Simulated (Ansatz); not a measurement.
System: rock-salt HfN. Method: r²SCAN (Ansatz, a quantum-chemistry and plane-wave program, plane waves, PAW).

Run with plane-wave cutoff 600 eV, 16×16×16 k mesh, Fermi–Dirac smearing 0.1 eV, finite displacements, scalar-relativistic PAW data made under PBE.

The cell has the measured lattice parameters. Conventional cell: a = 4.5200 Å, b = 4.5200 Å, c = 4.5200 Å, α = 90.00°, β = 90.00°, γ = 90.00°.

```yaml
crystal:
  lattice:
    - [0.00000, 2.26000, 2.26000]
    - [2.26000, 0.00000, 2.26000]
    - [2.26000, 2.26000, 0.00000]
  atoms:
    - { symbol: Hf, position: [0.00000, 0.00000, 0.00000] }
    - { symbol: N, position: [0.50000, 0.50000, 0.50000] }
```

Harmonic phonon frequencies (cm⁻¹; i marks an imaginary mode):

| q point | frequencies |
|---|---|
| Γ | 0 0 0 495 495 495 |
| X | [?] |
| L | 118 118 137 492 528 528 |

Problem. Some entries are withheld; supply them.

Solution. 
- X, frequencies: 147 147 156 467 510 510

No imaginary mode appears at these points.

Note: the cell isn't this level's own, so it is under some stress, which shifts stiffness and frequencies.
